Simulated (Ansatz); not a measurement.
**BFH3N: molecular dynamics**

The plan is to follow the molecule's vibrations and see whether its bonds hold. The start is relaxed first. Runs: 40 steps of 3 fs under a Langevin thermostat at 300 K; 250 steps of 0.25 fs at constant energy, with velocities drawn for 300 K. SMILES of the start: NBF.

Program: Ansatz 0.2.0. Level of theory: RKS PBE0-D4/def2-SVP. These are calculated values, not measurements.

**1. Starting point**

Bond lengths: B1–H2 1.190 Å, B1–N3 1.550 Å, N3–H4 1.060 Å, N3–H5 1.060 Å, B1–F6 1.320 Å. Angles: H2–B1–N3 120.0°, H2–B1–F6 120.0°, N3–B1–F6 120.0°, B1–N3–H4 120.0°, B1–N3–H5 120.0°, H4–N3–H5 120.0°.

As a file:

```xyz
6

B     0.0000    0.0000    0.0000
H     0.0000    0.0000    1.1900
N     1.3423    0.0000   -0.7750
H     1.8089   -0.9179   -1.0268
H     1.7937    0.9179   -1.0532
F    -1.1431    0.0000   -0.6600
```

**2. Preparing the start**

Contents of input.yaml:

```yaml
crystal:
  periodic: [false, false, false]
  atoms:
    - { symbol: B, position_ang: [0.0, 0.0, 0.0] }
    - { symbol: H, position_ang: [0.0, 0.0, 1.19] }
    - { symbol: "N", position_ang: [1.3423, 0.0, -0.775] }
    - { symbol: H, position_ang: [1.8089, -0.9179, -1.0268] }
    - { symbol: H, position_ang: [1.7937, 0.9179, -1.0532] }
    - { symbol: F, position_ang: [-1.1431, 0.0, -0.66] }
basis:
  gaussian: { orbitals: def2-SVP }
hamiltonian:
  xc: pbe0
  dispersion: d4
relax:
  f_tol: 0.02
  max_steps: 40
```

Command:

```bash
$ ansatz run input.yaml --threads 1 --pin off --max-ram 2048MiB --backend cpu --events-out ev --progress --plain --runs-dir out
```

What it wrote, shortened:

```text
Warning: RAYON_NUM_THREADS=1 ignored (pool sized by the plan → 1); use --threads N
[...]
Functional definition: PBE0
[...]
629 factors; integrals over basis functions are off by at most 4.6e-4 eV
[...]
mean field -4924.25050884 eV, -180.9628684228 hartree, gradient 3.8e-5 eV, S^2 0.000000; 0 other end points of the search recorded, 0 dependent functions left out
[...]
reference -4924.25053001 eV, -180.9628692010 hartree; 12, 12 occupied and 45, 45 virtual orbitals, 629 factors
relax step   1: F+E_penalty+E_count = -4924.29477342 eV  Δ(F+E_penalty+E_count) = +0.000e0 eV  max|allowed force component| = 2.932e0 eV/Å  Δτ_max = 0.0000 Å  (22 SCF iters, accepted)
[...]
relax step   3: F+E_penalty+E_count = -4924.70134983 eV  Δ(F+E_penalty+E_count) = -1.053e-1 eV  max|allowed force component| = 3.636e-1 eV/Å  Δτ_max = 0.1013 Å  (28 SCF iters, accepted)
[...]
relax step   5: F+E_penalty+E_count = -4925.31994245 eV  Δ(F+E_penalty+E_count) = -3.715e-1 eV  max|allowed force component| = 2.475e0 eV/Å  Δτ_max = 0.1997 Å  (26 SCF iters, accepted)
[...]
relax step   7: F+E_penalty+E_count = -4925.73084444 eV  Δ(F+E_penalty+E_count) = -1.373e-1 eV  max|allowed force component| = 3.870e-1 eV/Å  Δτ_max = 0.1721 Å  (25 SCF iters, accepted)
[...]
relax step   9: F+E_penalty+E_count = -4925.74002570 eV  Δ(F+E_penalty+E_count) = -1.452e-3 eV  max|allowed force component| = 5.067e-2 eV/Å  Δτ_max = 0.0183 Å  (24 SCF iters, accepted)
[...]
relax step  10: F+E_penalty+E_count = -4925.74010417 eV  Δ(F+E_penalty+E_count) = -7.847e-5 eV  max|allowed force component| = 1.119e-2 eV/Å  Δτ_max = 0.0024 Å  (20 SCF iters, accepted)
629 factors; integrals over basis functions are off by at most 3.1e-4 eV
mean field -4925.69535487 eV, -181.0159655353 hartree, gradient 1.4e-5 eV, S^2 0.000000; 1 other end points of the search recorded, 0 dependent functions left out
[...]
reference -4925.69537484 eV, -181.0159662691 hartree; 12, 12 occupied and 45, 45 virtual orbitals, 629 factors
Total energy: -4925.74012414 eV, -181.0176107754 hartree
Atom 0 at     0.069276    -0.019371    -0.038543 Å, force     0.006220    -0.002059     0.006845 eV/Å
Atom 1 at    -0.044262    -0.607147     1.012207 Å, force    -0.002386     0.002048    -0.004998 eV/Å
Atom 2 at     1.272912    -0.006004    -0.737755 Å, force     0.011193     0.000030    -0.004566 eV/Å
Atom 3 at     2.100578    -0.480066    -0.405966 Å, force    -0.007835     0.001171     0.000826 eV/Å
Atom 4 at     1.389688     0.480565    -1.617889 Å, force    -0.004014    -0.000991     0.002407 eV/Å
Atom 5 at    -0.986392     0.632023    -0.537054 Å, force    -0.003178    -0.000200    -0.000513 eV/Å
Dipole moment:     0.503465    -0.080322    -0.147516 e Å
```

Wall time 14 s (1 thread of Arm Neoverse V2, shared host); peak memory 0.12 GiB.

Step by step:

| step | energy from step 1 (eV) | largest force component (eV/Å) |
| --- | --- | --- |
| 1 | 0.0000 | 2.9319 |
| 2 | -0.3012 | 1.6238 |
| 3 | -0.4066 | 0.3636 |
| 4 | -0.6536 | 2.1505 |
| 5 | -1.0252 | 2.4752 |
| 6 | -1.2988 | 1.0791 |
| 7 | -1.4361 | 0.3870 |
| 8 | -1.4438 | 0.1158 |
| 9 | -1.4453 | 0.0507 |
| 10 | -1.4453 | 0.0112 |

Step 1 is the start.

After: Bond lengths: B1–H2 1.209 Å, B1–N3 1.392 Å, N3–H4 1.010 Å, N3–H5 1.012 Å, B1–F6 1.337 Å. Angles: H2–B1–N3 121.5°, H2–B1–F6 119.1°, N3–B1–F6 119.4°, B1–N3–H4 122.6°, B1–N3–H5 122.8°, H4–N3–H5 114.6°.

**3. Run 1**

40 steps of 3 fs under a Langevin thermostat at 300 K, from the relaxed start.

Contents of input.yaml:

```yaml
crystal:
  periodic: [false, false, false]
  atoms:
    - { symbol: B, position_ang: [0.069276, -0.019371, -0.038543] }
    - { symbol: H, position_ang: [-0.044262, -0.607147, 1.012207] }
    - { symbol: "N", position_ang: [1.272912, -0.006004, -0.737755] }
    - { symbol: H, position_ang: [2.100578, -0.480066, -0.405966] }
    - { symbol: H, position_ang: [1.389688, 0.480565, -1.617889] }
    - { symbol: F, position_ang: [-0.986392, 0.632023, -0.537054] }
basis:
  gaussian: { orbitals: def2-SVP }
hamiltonian:
  xc: pbe0
  dispersion: d4
md:
  timestep: 3.0
  n_steps: 40
  ensemble: nvt_langevin
  temperature: 300.0
  initial_velocities: maxwell_boltzmann
  seed: 620540
  friction: 0.02
```

Command:

```bash
$ ansatz run input.yaml --threads 1 --pin off --max-ram 2048MiB --backend cpu --events-out ev --progress --plain --runs-dir out
```

What it wrote, shortened:

```text
Warning: RAYON_NUM_THREADS=1 ignored (pool sized by the plan → 1); use --threads N
[...]
[... 1 set-up line as earlier in the session ...]
[...]
626 factors; integrals over basis functions are off by at most 2.4e-4 eV
[...]
mean field -4925.69535625 eV, -181.0159655860 hartree, gradient 3.5e-5 eV, S^2 0.000000; 0 other end points of the search recorded, 0 dependent functions left out
[...]
reference -4925.69537628 eV, -181.0159663221 hartree; 12, 12 occupied and 45, 45 virtual orbitals, 626 factors
md step     0: t =     0.00 fs  T =   250.0 K  F+E_penalty+E_count = -4925.74010555 eV  E_kin = 0.193890 eV  (22 SCF iters)
[...]
md step    10: t =    30.00 fs  T = 330614.3 K  F+E_penalty+E_count = -4910.04269075 eV  E_kin = 256.411213 eV  (76 SCF iters, 41 dispersion substeps)
[...]
md step    20: t =    60.00 fs  T = 117677.7 K  F+E_penalty+E_count = -4909.07350369 eV  E_kin = 91.266093 eV  (39 SCF iters, 49 dispersion substeps)
[...]
md step    30: t =    90.00 fs  T = 58790.2 K  F+E_penalty+E_count = -4904.79890818 eV  E_kin = 45.595361 eV  (193 SCF iters, 49 dispersion substeps)
[...]
md step    39: t =   117.00 fs  T = 21197.3 K  F+E_penalty+E_count = -4905.87274231 eV  E_kin = 16.439814 eV  (115 SCF iters)
[...]
md step    40: t =   120.00 fs  T = 18304.9 K  F+E_penalty+E_count = -4904.50153317 eV  E_kin = 14.196532 eV  (617 SCF iters)
Total energy: -4904.50159914 eV, -180.2371093778 hartree
Atom 0 at    -1.553247    -0.487342     1.394591 Å, force   -22.541560     1.952523     8.331432 eV/Å
Atom 1 at    22.991492    -7.431563    23.606908 Å, force    -0.001126     0.000304    -0.000970 eV/Å
Atom 2 at    -2.915389    -0.753515     1.759599 Å, force     4.207904     1.454843    -0.898790 eV/Å
Atom 3 at    21.672657    11.660064   -24.951512 Å, force     0.000064     0.000137    -0.000372 eV/Å
Atom 4 at    32.758232    33.763750   -86.045572 Å, force    -0.000070    -0.000138     0.000382 eV/Å
Atom 5 at    -0.574080    -0.716342     0.980775 Å, force    18.334789    -3.407668    -7.431681 eV/Å
Dipole moment:     0.301986     0.014193     0.102526 e Å
```

Wall time 66 s (1 thread of Arm Neoverse V2, shared host); peak memory 0.1 GiB.

**4. The trajectory**

The trajectory, every 3 steps (energies from step 0):

| time (fs) | T (K) | potential energy change (meV/atom) |
| --- | --- | --- |
| 0.0 | 250 | 0.0 |
| 9.0 | 223 | 52.0 |
| 18.0 | 741 | 65.5 |
| 27.0 | 81817 | 2640.2 |
| 36.0 | 271549 | 2527.3 |
| 45.0 | 220635 | 2409.6 |
| 54.0 | 150300 | 2854.8 |
| 63.0 | 117140 | 3319.7 |
| 72.0 | 122190 | 3584.7 |
| 81.0 | 88315 | 3209.3 |
| 90.0 | 58790 | 3490.2 |
| 99.0 | 39589 | 3776.2 |
| 108.0 | 30725 | 3348.0 |
| 117.0 | 21197 | 3311.2 |
| 120.0 | 18305 | 3539.8 |

time (fs), T (K) and a bar:
```
      0.0        250 
      6.0        230 
      9.0        223 
     15.0        431 
     21.0       1327 
     27.0      81817 #######
     30.0     330614 ##############################
     36.0     271549 #########################
     42.0     246070 ######################
     48.0     192869 #################
     51.0     170456 ###############
     57.0     133298 ############
     63.0     117140 ###########
     69.0     137274 ############
     72.0     122190 ###########
     78.0      97421 #########
     84.0      75182 #######
     90.0      58790 #####
     93.0      51429 #####
     99.0      39589 ####
    105.0      33200 ###
    111.0      27221 ##
    114.0      24006 ##
    120.0      18305 ##
```

Bonds that form or break, judged by distance (formed within 1.15 times the sum of covalent radii and held on average over 12 fs, broken when stretched by half; pairs already stretched at the start don't count as bonds):

| time (fs) | bond | event |
| --- | --- | --- |
| 24.0 | N3–H4 | breaks |
| 30.0 | N3–H5 | breaks |
| 45.0 | H2–N3 | forms |
| 48.0 | B1–H2 | breaks |
| 66.0 | H2–N3 | breaks |

On run 1: The temperature runs away to 330614 K: the integration has become unstable, and nothing after that is physical.

**5. Run 2**

250 steps of 0.25 fs at constant energy, with velocities drawn for 300 K, from the relaxed start.

Changes to input.yaml since step 3:

```diff
@@ -15,8 +15,7 @@
 md:
-  timestep: 3.0
-  n_steps: 40
-  ensemble: nvt_langevin
+  timestep: 0.25
+  n_steps: 250
+  ensemble: nve
   temperature: 300.0
   initial_velocities: maxwell_boltzmann
-  seed: 620540
-  friction: 0.02
+  seed: 850442
```

Command:

```bash
$ ansatz run input.yaml --threads 1 --pin off --max-ram 2048MiB --backend cpu --events-out ev --progress --plain --runs-dir out
```

What it wrote, shortened:

```text
Warning: RAYON_NUM_THREADS=1 ignored (pool sized by the plan → 1); use --threads N
[...]
[... 1 set-up line as earlier in the session ...]
[...]
626 factors; integrals over basis functions are off by at most 2.4e-4 eV
[...]
mean field -4925.69535625 eV, -181.0159655860 hartree, gradient 3.5e-5 eV, S^2 0.000000; 0 other end points of the search recorded, 0 dependent functions left out
[...]
reference -4925.69537628 eV, -181.0159663221 hartree; 12, 12 occupied and 45, 45 virtual orbitals, 626 factors
md step     0: t =     0.00 fs  T =   300.0 K  F+E_penalty+E_count = -4925.74010555 eV  E_kin = 0.155112 eV  conserved = -4925.58499355 eV  (22 SCF iters)
[...]
md step    18: t =     4.50 fs  T =   164.1 K  F+E_penalty+E_count = -4925.66976258 eV  E_kin = 0.084837 eV  conserved = -4925.58492519 eV  (20 SCF iters)
[...]
md step    36: t =     9.00 fs  T =    91.4 K  F+E_penalty+E_count = -4925.63217008 eV  E_kin = 0.047252 eV  conserved = -4925.58491834 eV  (22 SCF iters)
[...]
md step    54: t =    13.50 fs  T =   116.8 K  F+E_penalty+E_count = -4925.64536898 eV  E_kin = 0.060413 eV  conserved = -4925.58495573 eV  (20 SCF iters)
[...]
md step    72: t =    18.00 fs  T =   107.1 K  F+E_penalty+E_count = -4925.64032771 eV  E_kin = 0.055391 eV  conserved = -4925.58493714 eV  (21 SCF iters)
md step    73: t =    18.25 fs  T =   111.1 K  F+E_penalty+E_count = -4925.64236934 eV  E_kin = 0.057425 eV  conserved = -4925.58494395 eV  (21 SCF iters)
md step    74: t =    18.50 fs  T =   114.5 K  F+E_penalty+E_count = -4925.64414635 eV  E_kin = 0.059198 eV  conserved = -4925.58494868 eV  (21 SCF iters)
```

**6. The log goes on: dynamics from the start**

The log, continued, shortened:

```text
md step    75: t =    18.75 fs  T =   117.3 K  F+E_penalty+E_count = -4925.64558417 eV  E_kin = 0.060633 eV  conserved = -4925.58495103 eV  (21 SCF iters)
[...]
md step    99: t =    24.75 fs  T =   190.2 K  F+E_penalty+E_count = -4925.68328207 eV  E_kin = 0.098350 eV  conserved = -4925.58493187 eV  (20 SCF iters)
[...]
md step   123: t =    30.75 fs  T =   209.5 K  F+E_penalty+E_count = -4925.69324975 eV  E_kin = 0.108310 eV  conserved = -4925.58493973 eV  (20 SCF iters)
[...]
md step   147: t =    36.75 fs  T =   111.0 K  F+E_penalty+E_count = -4925.64230228 eV  E_kin = 0.057374 eV  conserved = -4925.58492825 eV  (20 SCF iters)
[...]
md step   170: t =    42.50 fs  T =   148.4 K  F+E_penalty+E_count = -4925.66168272 eV  E_kin = 0.076738 eV  conserved = -4925.58494436 eV  (21 SCF iters)
md step   171: t =    42.75 fs  T =   147.8 K  F+E_penalty+E_count = -4925.66138711 eV  E_kin = 0.076444 eV  conserved = -4925.58494282 eV  (20 SCF iters)
```

**7. More of the same log: dynamics from the start**

Output, continued, shortened:

```text
md step   172: t =    43.00 fs  T =   146.8 K  F+E_penalty+E_count = -4925.66085449 eV  E_kin = 0.075914 eV  conserved = -4925.58494081 eV  (20 SCF iters)
[...]
md step   191: t =    47.75 fs  T =    86.0 K  F+E_penalty+E_count = -4925.62934237 eV  E_kin = 0.044457 eV  conserved = -4925.58488559 eV  (20 SCF iters)
[...]
md step   210: t =    52.50 fs  T =   185.2 K  F+E_penalty+E_count = -4925.68070259 eV  E_kin = 0.095779 eV  conserved = -4925.58492350 eV  (21 SCF iters)
[...]
md step   229: t =    57.25 fs  T =   227.0 K  F+E_penalty+E_count = -4925.70229828 eV  E_kin = 0.117344 eV  conserved = -4925.58495385 eV  (21 SCF iters)
[...]
md step   248: t =    62.00 fs  T =   101.2 K  F+E_penalty+E_count = -4925.63722190 eV  E_kin = 0.052315 eV  conserved = -4925.58490713 eV  (20 SCF iters)
md step   249: t =    62.25 fs  T =    97.2 K  F+E_penalty+E_count = -4925.63515820 eV  E_kin = 0.050250 eV  conserved = -4925.58490785 eV  (20 SCF iters)
[...]
md step   250: t =    62.50 fs  T =    93.9 K  F+E_penalty+E_count = -4925.63345580 eV  E_kin = 0.048546 eV  conserved = -4925.58490982 eV  (23 SCF iters)
Total energy: -4925.63347558 eV, -181.0136915134 hartree
Atom 0 at     0.074796    -0.022122    -0.053460 Å, force    -0.831819    -0.471340     1.062933 eV/Å
Atom 1 at    -0.066005    -0.655764     0.948788 Å, force    -0.023809    -0.035453     0.492729 eV/Å
Atom 2 at     1.256023    -0.009738    -0.725083 Å, force     0.675730     0.206674    -0.684726 eV/Å
Atom 3 at     2.144335    -0.311874    -0.374283 Å, force     0.220157    -0.304288     0.017905 eV/Å
Atom 4 at     1.240971     0.390582    -1.643331 Å, force     0.445822     0.378354    -0.502395 eV/Å
Atom 5 at    -0.970359     0.634771    -0.534876 Å, force    -0.486082     0.226052    -0.386446 eV/Å
Dipole moment:     0.503879    -0.055863    -0.162882 e Å
```

Run time: 4.2 min. Hardware: 1 thread of Arm Neoverse V2, shared host; peak memory 0.098 GiB.

**8. What the atoms did**

One step in 13; energies are changes from step 0:

| time (fs) | T (K) | potential energy change (meV/atom) | total energy change (meV/atom) |
| --- | --- | --- | --- |
| 0.0 | 300 | 0.0 | 0.00 |
| 3.2 | 199 | 8.7 | 0.01 |
| 6.5 | 116 | 15.9 | 0.01 |
| 9.8 | 93 | 17.9 | 0.01 |
| 13.0 | 118 | 15.7 | 0.01 |
| 16.2 | 86 | 18.5 | 0.02 |
| 19.5 | 121 | 15.4 | 0.01 |
| 22.8 | 148 | 13.1 | 0.01 |
| 26.0 | 211 | 7.7 | 0.01 |
| 29.2 | 219 | 7.0 | 0.01 |
| 32.5 | 182 | 10.2 | 0.01 |
| 35.8 | 102 | 17.1 | 0.02 |
| 39.0 | 127 | 14.9 | 0.01 |
| 42.2 | 148 | 13.1 | 0.01 |
| 45.5 | 120 | 15.6 | 0.01 |
| 48.8 | 96 | 17.6 | 0.02 |
| 52.0 | 178 | 10.5 | 0.01 |
| 55.2 | 233 | 5.7 | 0.01 |
| 58.5 | 199 | 8.8 | 0.01 |
| 61.8 | 106 | 16.7 | 0.01 |
| 62.5 | 94 | 17.8 | 0.01 |

time (fs), T (K) and a bar:
```
      0.0        300 ##############################
      2.8        217 ##################
      5.5        139 ########
      8.2         93 #
     10.8         99 ##
     13.5        117 ####
     16.2         86 
     19.0        119 #####
     21.8        129 ######
     24.5        186 ##############
     27.2        225 ###################
     30.0        214 ##################
     32.5        182 #############
     35.2        103 ##
     38.0        123 #####
     40.8        139 ########
     43.5        144 ########
     46.2        106 ###
     49.0        101 ##
     51.8        174 ############
     54.2        216 ##################
     57.0        231 ####################
     59.8        162 ###########
     62.5         94 #
```

**9. Frames from the trajectory**

Positions (Å) and forces (eV/Å):

```xyz
6
time_fs=7.8 T=96 dE=0.1053
B     0.055   -0.036   -0.085    0.499    0.025    1.284
H    -0.022   -0.558    0.983   -0.117   -0.373    0.412
N     1.271    0.012   -0.721    0.533   -0.224   -0.724
H     2.092   -0.436   -0.361    0.211   -0.290    0.240
H     1.380    0.286   -1.680    0.018    0.410   -0.373
F    -0.978    0.633   -0.521   -1.143    0.451   -0.838
6
time_fs=15.5 T=90 dE=0.1085
B     0.061   -0.051   -0.065    0.073    0.607    0.472
H    -0.044   -0.626    1.028    0.053    0.263   -0.609
N     1.296    0.019   -0.735   -1.147   -0.400    0.629
H     2.062   -0.456   -0.296    0.516   -0.240   -0.197
H     1.373    0.230   -1.715    0.242    0.292   -0.241
F    -0.996    0.644   -0.525    0.264   -0.521   -0.054
6
time_fs=23.5 T=165 dE=0.0698
B     0.072   -0.028   -0.036   -0.214    0.712   -1.371
H    -0.058   -0.663    0.962    0.016   -0.087    0.471
N     1.297    0.006   -0.737   -0.414   -0.255    0.236
H     2.101   -0.503   -0.398   -0.016   -0.103    0.166
H     1.444    0.313   -1.692   -0.300    0.295    0.132
F    -1.008    0.641   -0.533    0.928   -0.562    0.367
6
time_fs=31.2 T=206 dE=0.0489
B     0.074    0.015   -0.051    0.196   -1.215    0.697
H    -0.046   -0.638    0.969   -0.013    0.192   -0.003
N     1.284   -0.018   -0.730    0.134    0.689   -0.859
H     2.094   -0.566   -0.465   -0.228    0.180    0.088
H     1.398    0.532   -1.588    0.088   -0.390    0.368
F    -0.997    0.625   -0.532   -0.176    0.544   -0.292
6
time_fs=39.0 T=127 dE=0.0895
B     0.080    0.008   -0.043   -0.465   -0.716    0.959
H    -0.043   -0.553    1.035    0.028   -0.027   -0.244
N     1.267   -0.021   -0.742    0.558    0.471   -0.479
H     2.060   -0.587   -0.452   -0.123    0.435   -0.118
H     1.411    0.673   -1.479    0.189   -0.645    0.065
F    -0.987    0.621   -0.538   -0.188    0.481   -0.183
6
time_fs=47.0 T=92 dE=0.1074
B     0.070   -0.029   -0.003   -0.005    1.132   -1.647
H    -0.037   -0.534    1.064   -0.044   -0.436    0.350
N     1.258   -0.011   -0.761    0.625   -0.329    0.717
H     2.089   -0.494   -0.425   -0.281    0.111    0.053
H     1.514    0.635   -1.504   -0.596   -0.167   -0.016
F    -0.982    0.630   -0.548    0.300   -0.311    0.542
6
time_fs=54.8 T=226 dE=0.0383
B     0.059   -0.026   -0.018    0.732   -0.192   -0.154
H    -0.036   -0.631    1.058   -0.033    0.359   -0.572
N     1.260   -0.009   -0.753   -0.465   -0.168    0.867
H     2.103   -0.393   -0.350    0.114   -0.022   -0.205
H     1.371    0.535   -1.596    0.070    0.016   -0.099
F    -0.971    0.632   -0.544   -0.418    0.007    0.164
6
time_fs=62.5 T=94 dE=0.1067
B     0.075   -0.022   -0.053   -0.832   -0.471    1.063
H    -0.066   -0.656    0.949   -0.024   -0.035    0.493
N     1.256   -0.010   -0.725    0.676    0.207   -0.685
H     2.144   -0.312   -0.374    0.220   -0.304    0.018
H     1.241    0.391   -1.643    0.446    0.378   -0.502
F    -0.970    0.635   -0.535   -0.486    0.226   -0.386
```

On run 2: The temperature starts at 300 K and averages 150 K in the second half, where it ranges from 86 to 238 K. About half is expected from a start at a minimum: kinetic energy passes into potential energy until both shares match. The total energy strays from its start by at most 0.02 meV/atom, 0.1 % of the mean kinetic energy, which is good for a step of 0.25 fs. The bonding pattern survives the run.

**10. Results**

| quantity | value |
| --- | --- |
| relaxation of the start | 9 moves, 1.445 eV lower |
| run 1: length | 40 steps of 3 fs |
| run 1: temperature, first and last step | 250 and 18305 K |
| run 1: temperature, second half | mean 69932 K, from 18305 to 151730 K |
| run 1: potential energy, second half | +3517 meV/atom from this run's first step |
| run 1: bonds formed or broken | 5 |
| run 2: length | 250 steps of 0.25 fs |
| run 2: temperature, first and last step | 300 and 94 K |
| run 2: temperature, second half | mean 150 K, from 86 to 238 K |
| run 2: potential energy, second half | +13 meV/atom from this run's first step |
| run 2: largest change of the total energy | 0.02 meV/atom |
| run 2: bonds formed or broken | 0 |

What this shows: Mean temperatures of the second halves: none that means anything (unstable run), 150 K. Bonds changed in run 1 (an artefact of the unstable or too long step). Averages from a run of 62 fs with 6 atoms are rough. The nuclei move classically, without zero-point motion, which matters most for hydrogen.
